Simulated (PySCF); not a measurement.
hydrogen peroxide (H₂O₂), SMILES OO.

Geometry optimised at B3LYP-D3(BJ)/def2-TZVP. The geometry has at least one imaginary mode, so it is a saddle point at that level.

Computed with PySCF 2.14.0 with TDDFT-B3LYP/def2-TZVPD.

Vertical excitations. Gas-phase values at a fixed geometry. State labels are in the subgroup C2h.

Computed excitation energies, oscillator strengths and character:
```tsv
state	symmetry	energy (eV)	λ (nm)	f	main pairs
S1	Au	4.92	252	0.003	HOMO→LUMO 94 %
S2	Bg	6.01	206	0.000	HOMO→LUMO+1 99 %
S3	Au	7.03	176	0.007	HOMO→LUMO+2 91 %
S4	Au	8.11	153	0.016	HOMO→LUMO+3 92 %
S5	Bu	8.22	151	0.071	HOMO→LUMO+4 68 %, HOMO−1→LUMO 30 %
S6	Bu	8.57	145	0.017	HOMO−1→LUMO 63 %, HOMO→LUMO+4 31 %
S7	Bg	8.81	141	0.000	HOMO−2→LUMO 86 %
S8	Bg	8.93	139	0.000	HOMO→LUMO+5 90 %
S9	Ag	9.06	137	0.000	HOMO−1→LUMO+1 99 %
S10	Bg	9.31	133	0.000	HOMO→LUMO+6 97 %
T1	Au	3.81	325	0	HOMO→LUMO 86 %
T2	Bg	5.77	215	0	HOMO→LUMO+1 98 %
T3	Bu	6.72	184	0	HOMO−1→LUMO 84 %
T4	Au	6.80	182	0	HOMO→LUMO+2 82 %
```
Triplets are in the Tamm–Dancoff approximation, which puts them higher than full response would, so one can lie above its singlet here.
